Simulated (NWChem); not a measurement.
Everything below was run with NWChem. System: disilane (H₆Si₂), charge 0, spin multiplicity 1, at a geometry optimised with PBE/def2-SVP. Level: CCSD linear response/6-31G* (spherical d), 10 core orbitals frozen.

Job file:

```
start mol
memory heap 100 mb stack 700 mb global 1900 mb
geometry units angstroms nocenter noautoz
  Si     1.175921     0.052081     0.000000
  Si    -1.175921    -0.052081     0.000000
  H      1.666292     0.780602     1.222961
  H      1.666292     0.780602    -1.222961
  H      1.760097    -1.335554     0.000000
  H     -1.666292    -0.780602     1.222961
  H     -1.666292    -0.780602    -1.222961
  H     -1.760097     1.335554     0.000000
  symmetry group C2h
end
basis spherical
  * library 6-31g*
end
scf
  rhf
  nopen 0
  maxiter 100
  thresh 1e-7
  semidirect memsize 60000000 filesize 0
end
tce
  freeze core 10
  ccsd
  thresh 1e-6
  tilesize 24
end
set tce:lineresp T
set tce:afreq 0.0428
set tce:respaxis T T T
task tce energy
```

NWChem printed:

```
             Northwest Computational Chemistry Package (NWChem) 7.3.0
             --------------------------------------------------------

                                NWChem Input Module
                                -------------------

 Scaling coordinates for geometry "geometry" by  1.889725989
 (inverse scale =  0.529177249)

 Turning off AUTOSYM since
 SYMMETRY directive was detected!

                             Geometry "geometry" -> ""
                             -------------------------

 Output coordinates in angstroms (scale by  1.889725989 to convert to a.u.)

  No.       Tag          Charge          X              Y              Z
 ---- ---------------- ---------- -------------- -------------- --------------
    1 Si                  14.0000     1.17592100     0.05208100     0.00000000
    2 Si                  14.0000    -1.17592100    -0.05208100     0.00000000
    3 H                    1.0000     1.66629200     0.78060200     1.22296100
    4 H                    1.0000     1.66629200     0.78060200    -1.22296100
    5 H                    1.0000     1.76009700    -1.33555400     0.00000000
    6 H                    1.0000    -1.66629200    -0.78060200     1.22296100
    7 H                    1.0000    -1.66629200    -0.78060200    -1.22296100
    8 H                    1.0000    -1.76009700     1.33555400     0.00000000

 Effective nuclear repulsion energy (a.u.)      89.9741794733

            Nuclear Dipole moment (a.u.)
            ----------------------------
        X                 Y               Z
 ---------------- ---------------- ----------------
     0.0000000000     0.0000000000     0.0000000000

      Symmetry information
      --------------------

 Group name             C2h
 Group number             21
 Group order               4
 No. of unique centers     3

      Symmetry unique atoms

     1    3    5


 Summary of "ao basis" -> "" (spherical)
 ------------------------------------------------------------------------------
       Tag                 Description            Shells   Functions and Types
 ---------------- ------------------------------  ------  ---------------------
 *                           6-31g*                   on all atoms

 Summary of "ao basis" -> "ao basis" (spherical)
 ------------------------------------------------------------------------------
       Tag                 Description            Shells   Functions and Types
 ---------------- ------------------------------  ------  ---------------------
 Si                          6-31g*                  8       18   4s3p1d
 H                           6-31g*                  2        2   2s

                                 NWChem SCF Module
                                 -----------------

  ao basis        = "ao basis"
  functions       =    48
  atoms           =     8
  closed shells   =    17
  open shells     =     0
  charge          =   0.00
  wavefunction    = RHF
  use symmetry    = T
  symmetry adapt  = T

 Summary of "ao basis" -> "ao basis" (spherical)
 ------------------------------------------------------------------------------
       Tag                 Description            Shells   Functions and Types
 ---------------- ------------------------------  ------  ---------------------
 Si                          6-31g*                  8       18   4s3p1d
 H                           6-31g*                  2        2   2s

      Symmetry analysis of basis
      --------------------------

        ag         17
        au          7
        bg          7
        bu         17

 Forming initial guess at       0.1s

      Superposition of Atomic Density Guess
      -------------------------------------

 Sum of atomic energies:        -580.62401028

      Non-variational initial energy
      ------------------------------

 Total energy =    -581.131637
 1-e energy   =    -983.009730
 2-e energy   =     311.903914
 HOMO         =      -0.324021
 LUMO         =       0.077652

      Symmetry analysis of molecular orbitals - initial
      -------------------------------------------------

  Numbering of irreducible representations:

     1 ag          2 au          3 bg          4 bu

  Orbital symmetries:

     1 bu          2 ag          3 ag          4 bu          5 bu
     6 au          7 ag          8 bg          9 ag         10 bu
    11 ag         12 bu         13 bu         14 au         15 ag
    16 bg         17 ag         18 bu         19 bu         20 au
    21 ag         22 bg         23 ag         24 bu         25 ag
    26 bu         27 au

 Starting SCF solution at       0.3s

 ----------------------------------------------
         Quadratically convergent ROHF

 Convergence threshold     :          1.000E-07
 Maximum no. of iterations :          100
 Final Fock-matrix accuracy:          1.000E-09
 ----------------------------------------------

              iter       energy          gnorm     gmax       time
             ----- ------------------- --------- --------- --------
                 1     -581.2720286748  4.20D-01  1.18D-01      0.3
                 2     -581.3001899078  8.33D-02  2.71D-02      0.4
                 3     -581.3011595807  3.29D-03  9.41D-04      0.4
                 4     -581.3011611484  1.08D-05  3.43D-06      0.4
                 5     -581.3011611484  5.18D-09  1.85D-09      0.4

       Final RHF  results
       ------------------

         Total SCF energy =   -581.301161148412
      One-electron energy =   -984.738750051204
      Two-electron energy =    313.463409429489
 Nuclear repulsion energy =     89.974179473302
[...]
 ---------------------------------------------------------
    1   0.1350233532320  -0.1596130300205     0.2     0.2
    2   0.0416226100503  -0.1916145029806     0.2     0.2
    3   0.0159519210597  -0.1994906771857     0.2     0.2
    4   0.0067319336519  -0.2020739983210     0.2     0.2
    5   0.0030101966747  -0.2030370731045     0.2     0.2
    6   0.0003915604755  -0.2037361443139     0.2     0.2
    7   0.0001716746289  -0.2037277993487     0.2     0.2
    8   0.0000827983440  -0.2037336783579     0.2     0.2
    9   0.0000424664297  -0.2037358003062     0.2     0.2
   10   0.0000221434470  -0.2037371195606     0.2     0.2
   11   0.0000026339470  -0.2037384358421     0.2     0.2
   12   0.0000008938642  -0.2037387520062     0.2     0.2
 -----------------------------------------------------------------
 Iterations converged
 CCSD correlation energy / hartree =        -0.203738752006230
 CCSD total energy / hartree       =      -581.504899900418536

 Singles contributions

 Doubles contributions

 CCSD Lambda iterations
 ---------------------------------------------
 Iter          Residuum            Cpu    Wall
 ---------------------------------------------
    1          0.3537838766330     0.8     0.8
    2          0.0146158035620     0.8     0.8
    3          0.0015767759469     0.8     0.8
    4          0.0002532109938     0.8     0.8
    5          0.0000497095130     0.8     0.8
    6          0.0000019821869     0.8     0.8
    7          0.0000004021240     0.8     0.8
 ---------------------------------------------
 Iterations converged
1-PDM CCSD : h-h block

 1PDM h-h block largest contributions

1-PDM CCSD : p-p block

 1PDM p-p block largest contributions

1-PDM CCSD : h-p block

 1PDM h-p block largest contributions

1-PDM CCSD : p-h block

 1PDM p-h block largest contributions

1-PDM CCSD : all done

Lambda-CCSD leading excitations:

 Singles contributions

 Doubles contributions

 CCSD dipole moments / hartree & Debye
 ------------------------------------
   X         0.0000000      0.0000000
   Y        -0.0000000     -0.0000000
   Z         0.0000000      0.0000000
 Total       0.0000000      0.0000000
 ------------------------------------

 X   axis ( bu  symmetry)

 Frequency =       0.0428000 / au

 CCSD-LR iterations
 ---------------------------------------------
 Iter          Residuum            Cpu    Wall
 ---------------------------------------------
    1          1.2337054482073     0.6     0.6
    2          1.4119242131707     0.6     0.6
    3          0.8668277834884     0.6     0.6
    4          0.5198675222163     0.6     0.6
    5          0.3076658268897     0.6     0.6
    6          0.0325545540228     0.6     0.6
    7          0.0140888165108     0.6     0.6
    8          0.0078797419716     0.6     0.6
    9          0.0046707390276     0.6     0.6
   10          0.0028440949095     0.7     0.7
   11          0.0003808178497     0.7     0.7
   12          0.0001557026189     0.7     0.7
   13          0.0000829337344     0.7     0.7
   14          0.0000466476637     0.7     0.7
   15          0.0000269440801     0.8     0.8
   16          0.0000059421757     0.8     0.8
   17          0.0000026872207     0.8     0.8
   18          0.0000015046287     0.8     0.8
   19          0.0000008930574     0.9     0.9
 ---------------------------------------------
 Iterations converged

 Frequency =      -0.0428000 / au

 CCSD-LR iterations
 ---------------------------------------------
 Iter          Residuum            Cpu    Wall
 ---------------------------------------------
    1          1.2337054482073     0.8     0.8
    2          1.5485946343404     0.9     0.9
    3          0.5213737290771     0.8     0.8
    4          0.2623374092770     0.8     0.8
    5          0.1101548275199     0.8     0.8
    6          0.0171732951509     0.8     0.8
    7          0.0054639282537     0.8     0.8
    8          0.0021877053754     0.8     0.8
    9          0.0008934363558     0.8     0.8
   10          0.0003885605536     0.8     0.8
   11          0.0000780167171     0.8     0.8
   12          0.0000329933858     0.8     0.8
   13          0.0000136069146     0.8     0.8
   14          0.0000064379461     0.8     0.8
   15          0.0000030076068     0.8     0.8
   16          0.0000006846313     0.8     0.8
 ---------------------------------------------
 Iterations converged

 Y   axis ( bu  symmetry)

 Frequency =       0.0428000 / au

 CCSD-LR iterations
 ---------------------------------------------
 Iter          Residuum            Cpu    Wall
 ---------------------------------------------
    1          1.1920070919449     0.8     0.8
    2          1.0699450154902     0.8     0.8
    3          0.5877228081950     0.8     0.8
    4          0.3105061964324     0.8     0.8
    5          0.1636172236292     0.8     0.8
    6          0.0208749866651     0.8     0.8
    7          0.0098375343501     0.8     0.8
    8          0.0056331606398     0.8     0.8
    9          0.0034381420206     0.8     0.8
   10          0.0021211970266     0.8     0.8
   11          0.0002608135675     0.8     0.8
   12          0.0001183162956     0.8     0.8
   13          0.0000676462202     0.8     0.8
   14          0.0000405627555     0.8     0.8
   15          0.0000249855375     0.8     0.8
   16          0.0000047792385     0.8     0.8
   17          0.0000019022528     0.8     0.8
   18          0.0000010245926     0.8     0.8
   19          0.0000006150755     0.8     0.8
 ---------------------------------------------
 Iterations converged

 Frequency =      -0.0428000 / au

 CCSD-LR iterations
 ---------------------------------------------
 Iter          Residuum            Cpu    Wall
 ---------------------------------------------
    1          1.1920070919449     0.8     0.8
    2          1.1473412325222     0.8     0.8
    3          0.3513932203018     0.8     0.8
    4          0.1514622169941     0.8     0.8
    5          0.0590015341675     0.8     0.8
    6          0.0121074420330     0.8     0.8
    7          0.0042630285282     0.8     0.8
    8          0.0017997169783     0.8     0.8
    9          0.0008412119801     0.8     0.8
   10          0.0003923095354     0.8     0.8
   11          0.0000725052270     0.8     0.8
   12          0.0000261206464     0.8     0.8
   13          0.0000111099286     0.8     0.8
   14          0.0000049300440     0.8     0.8
   15          0.0000022894833     0.8     0.8
   16          0.0000005211867     0.8     0.8
 ---------------------------------------------
 Iterations converged

 Z   axis ( au  symmetry)

 Frequency =       0.0428000 / au

 CCSD-LR iterations
 ---------------------------------------------
 Iter          Residuum            Cpu    Wall
 ---------------------------------------------
    1          1.1919245130961     0.8     0.8
    2          1.0691700331409     0.8     0.8
    3          0.5870469896012     0.8     0.8
    4          0.3099578825000     0.8     0.8
    5          0.1632104772664     0.8     0.8
    6          0.0207665624061     0.8     0.8
    7          0.0097974584147     0.8     0.8
    8          0.0056135553591     0.8     0.8
    9          0.0034275506407     0.8     0.8
   10          0.0021153418898     0.8     0.8
   11          0.0002597737943     0.8     0.8
   12          0.0001177868589     0.8     0.8
   13          0.0000673354580     0.8     0.8
   14          0.0000403821182     0.8     0.8
   15          0.0000248825647     0.8     0.8
   16          0.0000047555362     0.8     0.8
   17          0.0000018888168     0.8     0.8
   18          0.0000010157344     0.8     0.8
   19          0.0000006089176     0.8     0.8
 ---------------------------------------------
 Iterations converged

 Frequency =      -0.0428000 / au

 CCSD-LR iterations
 ---------------------------------------------
 Iter          Residuum            Cpu    Wall
 ---------------------------------------------
    1          1.1919245130961     0.8     0.8
    2          1.1464206561286     0.8     0.8
    3          0.3509792735079     0.8     0.8
    4          0.1511652720606     0.8     0.8
    5          0.0588576194920     0.8     0.8
    6          0.0120725763892     0.8     0.8
    7          0.0042492424348     0.8     0.8
    8          0.0017950976046     0.8     0.8
    9          0.0008393777602     0.8     0.8
   10          0.0003917080366     0.8     0.8
   11          0.0000723652050     0.8     0.8
   12          0.0000259807763     0.8     0.8
   13          0.0000110368025     0.7     0.7
   14          0.0000048887694     0.5     0.5
   15          0.0000022678027     0.4     0.4
   16          0.0000005189583     0.5     0.5
 ---------------------------------------------
 Iterations converged

 CCSD-LR dipole moments / hartree & Debye
 --------------------------------
 X       0.0000000      0.0000000
 Y      -0.0000000     -0.0000000
 Z       0.0000000      0.0000000
 --------------------------------

 CCSD Linear Response polarizability / au
 Frequency  =       0.0428000 / au
 Wavelength =    1064.5643224 / nm
 -------------------------------------------------------|-----------------------------------------------
                     atomic units (bohr^3)              |                   angstroms^3
                  X              Y              Z       |             X              Y              Z
 -------------------------------------------------------|-----------------------------------------------
 X           61.5478138      0.7846272     -0.0000000   |      9.1204470      0.1162698     -0.0000000
 Y            0.7846272     43.8586346     -0.0000000   |      0.1162698      6.4991805     -0.0000000
 Z           -0.0000000     -0.0000000     43.8241531   |     -0.0000000     -0.0000000      6.4940709
 -------------------------------------------------------|-----------------------------------------------
 Eigs =      61.5825488     43.8238996     43.8241531   |      9.1255942      6.4940333      6.4940709
 Isotropic   =              49.7435338                  |                     7.3712328
 Anisotropic =              17.7585225                  |                     2.6315421
 -------------------------------------------------------|-----------------------------------------------

 Task  times  cpu:      104.5s     wall:      104.5s

 Total times  cpu:      104.6s     wall:      104.6s
```
